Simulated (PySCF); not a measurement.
**B$_{2}$H⁺, triplet: reading a ladder of total energies**

Geometry: that of the B2H, doublet, kept fixed.

```json
{"atom": "B", "x (Å)": "0.0000", "y (Å)": "0.0000", "z (Å)": "0.1151"}
{"atom": "B", "x (Å)": "0.0000", "y (Å)": "0.0000", "z (Å)": "-1.4076"}
{"atom": "H", "x (Å)": "0.0000", "y (Å)": "0.0000", "z (Å)": "1.2925"}
```

Basis 6-31G; PySCF 2.14.0. Correlated methods freeze the noble-gas cores, which leaves 6 electrons in 18 orbitals. Prefix R: restricted or restricted open-shell reference; prefix U: unrestricted.

Full CI is exact within this basis and frozen core; it isn't the basis-set limit. The frozen core follows each run's orbitals, which can shift R against U totals by a few meV.

UCCSD has a T1 diagnostic of 0.016 and a largest doubles amplitude of 0.07.

Restricted and unrestricted runs freeze slightly different cores, so the step to full CI, which has another core, is uncertain by up to 0.1 kcal/mol.

| level | total energy (hartree) |
| --- | --- |
| UHF | -49.460471 |
| UMP2 | -49.508761 |
| UCCSD | -49.528519 |
| UCCSD(T) | -49.529745 |
| UCCSDT | -49.530314 |
| full CI | -49.530370 |

Question: What is the correlation energy at full CI, and what share of it do UMP2 and UCCSD(T) recover?

Answer: E(corr) = -49.530370 − (-49.460471) = -0.069899 hartree = -1.902 eV. UMP2: -0.048290 / -0.069899 = 69.09 %. UCCSD(T): -0.069274 / -0.069899 = 99.11 %.

Question: By how many kcal/mol does UCCSD(T) miss full CI (1 hartree = 627.509 kcal/mol), and which steps make up the rest?

Answer: -49.529745 − (-49.530370) = 0.000625 hartree = 0.39 kcal/mol. Steps: UCCSDT − UCCSD(T) = -0.36, full CI − UCCSDT = -0.04 kcal/mol. That is within 1 kcal/mol of the reference in this basis, which itself misses far more of the correlation at the basis-set limit.
